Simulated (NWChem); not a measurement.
Everything below was run with NWChem. System: CH₄S, charge 0, spin multiplicity 1, displaced from the optimised geometry. Level: MP2/cc-pVDZ, 6 core orbitals frozen, spin-restricted.

Part of the output:

```
             Northwest Computational Chemistry Package (NWChem) 7.3.0
             --------------------------------------------------------

                                NWChem Input Module
                                -------------------

 Scaling coordinates for geometry "geometry" by  1.889725989
 (inverse scale =  0.529177249)

                             Geometry "geometry" -> ""
                             -------------------------

 Output coordinates in angstroms (scale by  1.889725989 to convert to a.u.)

  No.       Tag          Charge          X              Y              Z
 ---- ---------------- ---------- -------------- -------------- --------------
    1 C                    6.0000     1.04680800     0.47325800     0.00000000
    2 S                   16.0000    -0.57200000    -0.34130300     0.00000000
    3 H                    1.0000     1.35071800     1.69777700     1.79972700
    4 H                    1.0000     1.79508600    -0.33129100     0.00000000
    5 H                    1.0000     1.19876300     1.08551700    -0.89986300
    6 H                    1.0000    -1.32146700     0.78156600     0.00000000

 Effective nuclear repulsion energy (a.u.)      53.6332813420

            Nuclear Dipole moment (a.u.)
            ----------------------------
        X                 Y               Z
 ---------------- ---------------- ----------------
     0.2871400845     1.1570206413     1.7004963870


 Summary of "ao basis" -> "" (spherical)
 ------------------------------------------------------------------------------
       Tag                 Description            Shells   Functions and Types
 ---------------- ------------------------------  ------  ---------------------
 *                          cc-pvdz                   on all atoms

 Summary of "ao basis" -> "ao basis" (spherical)
 ------------------------------------------------------------------------------
       Tag                 Description            Shells   Functions and Types
 ---------------- ------------------------------  ------  ---------------------
 C                          cc-pvdz                  6       14   3s2p1d
 S                          cc-pvdz                  8       18   4s3p1d
 H                          cc-pvdz                  3        5   2s1p

                                 NWChem SCF Module
                                 -----------------

  ao basis        = "ao basis"
  functions       =    52
[...]
 -----------   ------   -------------------------------------------------------
    1 C    6     6.17   2.00  0.67  0.59  1.78  1.07  0.05
    2 S   16    16.03   2.00  2.01  0.90  0.89  6.00  2.30  1.84  0.09
    3 H    1     1.12   0.46  0.66  0.00
    4 H    1     0.89   0.73  0.13  0.03
    5 H    1     0.89   0.73  0.13  0.03
    6 H    1     0.90   0.70  0.17  0.03

       Multipole analysis of the density wrt the origin
       ------------------------------------------------

     L   x y z        total         open         nuclear
     -   - - -        -----         ----         -------
     0   0 0 0     -0.000000      0.000000     26.000000

     1   1 0 0     -0.082558      0.000000      0.287140
     1   0 1 0     -0.016274      0.000000      1.157021
     1   0 0 1     -0.666950      0.000000      1.700496

     2   2 0 0    -14.994412      0.000000     71.563652
     2   1 1 0     -2.220000      0.000000     28.793680
     2   1 0 1     -1.639213      0.000000      4.828797
     2   0 2 0    -17.162473      0.000000     28.529360
     2   0 1 1     -1.516059      0.000000      7.423238
     2   0 0 2    -18.321764      0.000000     14.458421

                   NWChem MP2 Semi-direct Energy/Gradient Module
                   ---------------------------------------------

  Basis functions       =     52
  Molecular orbitals    =     52
  Frozen core           =      6
  Frozen virtuals       =      0
  Active alpha occupied =      7
  Active beta occupied  =      7
  Active alpha virtual  =     39
  Active beta virtual   =     39
  Use MO symmetry       = F
  Use skeleton AO sym   = F

  AO/Fock/Back tols     =   1.0D-09  1.0D-09  1.0D-09

 GA uses MA = F    GA memory limited = T

 Available:
  local mem=  1.26D+08
 global mem=  1.44D+08
 local disk=  0.00D+00
  mp2_memr nvloc                    39
  nvloc new                    39
   1 passes of   7:        3145728                      12477                   1283752.
   1 passes of   7: M    126153058           G      144173792           F     123007330.

 Semi-direct pass number   1 of   1  for RHF alpha+beta  at        0.8s
  vrange nnbf                  1378
  mp2_eaftype                    10  avail_ma_in_mb                  1099
 EAF : mp2_eaftype filesize          10     641876.
  mp2_eaf for mointskh                     10
Node 0 wrote      3.0 Mb in      0.0 s     Agg I/O rate:  1724.2 Mb/s
 Done moints_semi at        1.9s
  mp2_eaftype                    10  avail_ma_in_mb                  1089
 EAF : mp2_eaftype filesize          10     641876.
  mp2_eaf for kh                    10
 Done maket at        2.0s
 Done multipass loop at        2.0s

          -------------------------------------------
          SCF energy                -437.548769427755
          Correlation energy          -0.306751869769
          Singlet pairs               -0.209133638689
          Triplet pairs               -0.097618231080
          Total MP2 energy          -437.855521297524
          -------------------------------------------

          ---------------------------------------------------
                    Spin Component Scaled (SCS) MP2
          Same spin pairs                     -0.065078820720
          Same spin scaling factor             0.333333333333
          Opposite spin pairs                 -0.241673049049
          Opposite spin scaling fact.          1.200000000000
          SCS-MP2 correlation energy          -0.311700599099
          Total SCS-MP2 energy              -437.860470026854
          ---------------------------------------------------

 -----------------------
 Performance information
 -----------------------

 Timer overhead =  1.04D-07 seconds/call

               Nr. of calls         CPU time (s)                 Wall time (s)                GFlops
             ---------------    -------------------     ------------------------------   -------------------
Name         Min   Avg   Max    Min     Avg     Max     Min     Avg     Max   Mx/calls   Min     Max     Sum
mp2: moin     1     1     1    1.2     1.2     1.2      1.2     1.2     1.2     1.2      0.0     0.0     0.0
mp2: make     1     1     1   1.44E-2 1.44E-2 1.44E-2  1.44E-2 1.44E-2 1.44E-2 1.44E-2   0.0     0.0     0.0
mp2: tota     1     1     1    1.2     1.2     1.2      1.2     1.2     1.2     1.2      0.0     0.0     0.0

 The average no. of pstat calls per process was 3.00D+00
 with a timing overhead of 3.13D-07s

 Task  times  cpu:        1.9s     wall:        1.9s

 Total times  cpu:        2.0s     wall:        2.0s
```

Task: Write an NWChem input that would produce this output.

Result: Several could match; the one computed here: 
```
start mol
memory heap 200 mb stack 900 mb global 1100 mb
geometry units angstroms nocenter noautoz noautosym
  C      1.046808     0.473258     0.000000
  S     -0.572000    -0.341303     0.000000
  H      1.350718     1.697777     1.799727
  H      1.795086    -0.331291     0.000000
  H      1.198763     1.085517    -0.899863
  H     -1.321467     0.781566     0.000000
end
basis spherical
  * library cc-pvdz
end
scf
  rhf
  nopen 0
  maxiter 100
  thresh 1e-7
  semidirect memsize 60000000 filesize 0
end
mp2
  freeze core 6
end
task mp2 energy
```
